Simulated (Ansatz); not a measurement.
# The carbon atom (triplet): the correlation ladder, def2-TZVP

Aim: climb from Hartree-Fock through coupled cluster and multireference methods for the carbon atom (triplet) at one geometry and basis, and see what each rung misses.

Method: def2-TZVP, core rule «outside noble gas», up to 1 orbitals frozen; program: Ansatz 0.2.0, Gaussian basis.

The runs, in order: UHF; CCSD(T) on ROHF; CCSD(T) on UHF; BCCD(T) on ROHF; CISD; CCSDT(Q) on ROHF; CCSDT(Q) on UHF; CASSCF and MRCISD+Q, 4 electrons in 4 orbitals; CASSCF and MRCISD+Q(relaxed), 4 electrons in 4 orbitals; CASSCF and NEVPT4(SD), 4 electrons in 4 orbitals; CASSCF and NEVPT2, 4 electrons in 4 orbitals.

## Step 1: The atom

A free atom, in its lowest state of this spin that the program finds.

1 atom, charge 0, spin multiplicity 3.

## Step 2: UHF

in.yaml

```yaml
crystal:
  periodic: [false, false, false]
  atoms:
    - {symbol: C, position_ang: [0.000000, 0.000000, 0.000000]}
basis:
  gaussian: {orbitals: def2-TZVP}
magnetization: {spin_polarized: true, initial_magnetization: 2}
hamiltonian: {xc: hf}
output: {orbitals: {seedname: orbitals}}
```

Run with:

```bash
> ansatz run in.yaml --threads 1 --pin off --events-out ev --progress --plain --max-ram 2393MiB
```

The runs that follow: CCSD(T) on ROHF; CCSD(T) on UHF; BCCD(T) on ROHF; CISD; CCSDT(Q) on ROHF; CCSDT(Q) on UHF; CASSCF and MRCISD+Q, 4 electrons in 4 orbitals; CASSCF and MRCISD+Q(relaxed), 4 electrons in 4 orbitals; CASSCF and NEVPT4(SD), 4 electrons in 4 orbitals; CASSCF and NEVPT2, 4 electrons in 4 orbitals.

**Question.** What will the summary of the whole plan be? Wanted: UCCSDT(Q) below the RHF energy; RMP2 from UCCSDT(Q); UMP2 from UCCSDT(Q); RCCSD from UCCSDT(Q); RCCSD(T) from UCCSDT(Q); UCCSD(T) from UCCSDT(Q); RCCSDT(Q) from UCCSDT(Q); NEVPT2 valence from UCCSDT(Q); NEVPT4(SD) valence from UCCSDT(Q).

As calculated:

| quantity | value |
| --- | --- |
| UCCSDT(Q) below the RHF energy | -2.5585 eV |
| RMP2 from UCCSDT(Q) | +14.51 kcal/mol |
| UMP2 from UCCSDT(Q) | +14.40 kcal/mol |
| RCCSD from UCCSDT(Q) | +1.70 kcal/mol |
| RCCSD(T) from UCCSDT(Q) | +0.36 kcal/mol |
| UCCSD(T) from UCCSDT(Q) | +0.32 kcal/mol |
| RCCSDT(Q) from UCCSDT(Q) | +0.04 kcal/mol |
| NEVPT2 valence from UCCSDT(Q) | +9.95 kcal/mol |
| NEVPT4(SD) valence from UCCSDT(Q) | +0.58 kcal/mol |
| MRCISD+Q valence from UCCSDT(Q) | -0.41 kcal/mol |
| levels within 1 kcal/mol (43 meV) | RCCSD(T), UCCSD(T), BCCD(T), RCCSDT, UCCSDT, RCCSDT(Q), NEVPT4(SD) valence, MRCISD+Q valence, MRCISD+Q(relaxed) valence |
| T1 diagnostic | 0.020 |
| effectively unpaired electrons | 2.02 |

RCCSD(T) lands +0.36 kcal/mol from the yardstick (0.6 % of the correlation energy). One determinant dominates. Of the multireference levels listed MRCISD+Q valence comes nearest in total energy (-0.41 kcal/mol), which doesn't show that its space is the better one. These misses are within one basis, not against nature; the frozen cores of restricted and unrestricted runs differ, which can shift their rows.
